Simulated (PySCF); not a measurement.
A made-up structure of BHO$_{2}$, closed shell:

```json
{"atom": "O1", "x (Å)": "-1.7476", "y (Å)": "0.5890", "z (Å)": "0.4547"}
{"atom": "B2", "x (Å)": "-0.4778", "y (Å)": "0.1506", "z (Å)": "0.2715"}
{"atom": "O3", "x (Å)": "0.9142", "y (Å)": "-0.3345", "z (Å)": "0.1352"}
{"atom": "H4", "x (Å)": "1.3112", "y (Å)": "-0.4050", "z (Å)": "-0.8614"}
```

It is relaxed with PBE-D4/def2-SVP and then PBE0-D4/def2-TZVP (PySCF 2.14 with density fitting (its default auxiliary sets; JK sets also for MP2 and CCSD(T))). Atoms count as bonded within 1.22 times the sum of their covalent radii (H–H: 0.88 Å). The end point is not checked to be a true minimum.

Q: Does its bonding change? (Judge from chemistry; the calculation decides.)

A: By the calculation: No: no bond forms or breaks.

Where it ends: The first stage lowers the energy by 1.20 eV in 11 steps. It ends as BHO₂ ([O][B][OH]):
O1  (-1.546, 0.565, 0.419)
B2  (-0.412, 0.182, 0.244)
O3  (0.837, -0.230, 0.108)
H4  (1.118, -0.484, -0.774)
(Å)

Labels in which every atom is bracketed show which atoms are joined, not bond orders.

For scale, one of the runs: PBE0-D4/def2-TZVP relaxation, 99 basis functions, launched by `OMP_NUM_THREADS=2 python run.py`. Hardware: 2 CPU threads of an Arm Neoverse V1, shared host. Wall time 17 s; peak host memory 0.97 GiB.
